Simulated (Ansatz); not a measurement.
A run of Ansatz (development build ahead of 0.2.0) on singlet C4H10 at this shape:

```xyz
14

H     0.0000    0.0000    1.4738
C     0.0000    0.0000    0.3677
C     1.4538    0.0000   -0.0944
C    -0.7269    1.2590   -0.0944
C    -0.7269   -1.2590   -0.0944
H     1.5159    0.0000   -1.1960
H     1.9929    0.8896    0.2680
H     1.9929   -0.8896    0.2680
H    -0.7580    1.3128   -1.1960
H    -1.7669    1.2811    0.2680
H    -0.2260    2.1707    0.2680
H    -0.7580   -1.3128   -1.1960
H    -0.2260   -2.1707    0.2680
H    -1.7669   -1.2811    0.2680
```

Its results:

| Item | Value |
| --- | --- |
| Converged | yes |
| Reference energy | -157.35531 hartree |
| Correlation energy | -0.69253 hartree |
| Total energy | -158.04784 hartree |
| Spin squared of the determinant | 0.000 |

Which input gives this output? Name the method, the orbitals and the basis set, and write the input.

RHF-MP2 in def2-TZVP. An unrestricted run that stays on the closed shell gives the same numbers.

```yaml
crystal:
  periodic: [false, false, false]
  atoms:
    - { symbol: H, position_ang: [0.0, 0.0, 1.47377] }
    - { symbol: C, position_ang: [0.0, 0.0, 0.36769] }
    - { symbol: C, position_ang: [1.45376, 0.0, -0.09442] }
    - { symbol: C, position_ang: [-0.72688, 1.259, -0.09442] }
    - { symbol: C, position_ang: [-0.72688, -1.259, -0.09442] }
    - { symbol: H, position_ang: [1.51592, 0.0, -1.19602] }
    - { symbol: H, position_ang: [1.99288, 0.88961, 0.26795] }
    - { symbol: H, position_ang: [1.99288, -0.88961, 0.26795] }
    - { symbol: H, position_ang: [-0.75796, 1.31282, -1.19602] }
    - { symbol: H, position_ang: [-1.76686, 1.28108, 0.26795] }
    - { symbol: H, position_ang: [-0.22602, 2.17069, 0.26795] }
    - { symbol: H, position_ang: [-0.75796, -1.31282, -1.19602] }
    - { symbol: H, position_ang: [-0.22602, -2.17069, 0.26795] }
    - { symbol: H, position_ang: [-1.76686, -1.28108, 0.26795] }
basis:
  gaussian: { orbitals: def2-TZVP }
hamiltonian:
  xc: hf
correlation:
  method: mp2
  frozen_orbitals: { C: 1, H: 0 }
```
